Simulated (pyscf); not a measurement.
Optimised with ωB97X-D3(BJ)/def2-SVP in PySCF.

Problem. For the elementary gas-phase step HO–Cd–OH + NH₃ -> H₂N–Cd–OH + H₂O (singlet surface; Cd–O, H–N broken, Cd–N, H–O formed), what barrier and reaction energy does ωB97M-D3(BJ)/def2-TZVP give, measured from the separated reactants?

Solution. ΔE‡ = -1.5 kJ/mol, ΔE = +14.5 kJ/mol. Zero-point energy shifts the barrier by -1.6 kJ/mol. It is a four-centre exchange, with an imaginary mode of 1052i cm⁻¹. On the reactant side the descent ends in an adduct with a Cd–N contact, 68.7 kJ/mol under the separated species and 63.2 kJ/mol under the saddle at ωB97X-D3(BJ)/def2-TZVP. On the product side the descent ends in a bound adduct, 51.0 kJ/mol under the separated species and 31.3 kJ/mol under the saddle at ωB97X-D3(BJ)/def2-TZVP. At ωB97M-D3(BJ) the saddle lies under the separated reactants, which points to a path from their complex (located at ωB97X-D3(BJ) alone). At ωB97M-D3(BJ) the saddle lies under the separated products, which points to a path from their complex (located at ωB97X-D3(BJ) alone), and parting the products costs more than the saddle. What is counted as formed (Cd–N) is already present as a longer contact in the reactant adduct; forming that adduct is a step of its own. One saddle was located; it need not be the lowest between these sides. Elements past Kr carry the def2 core potentials, without spin-orbit coupling.
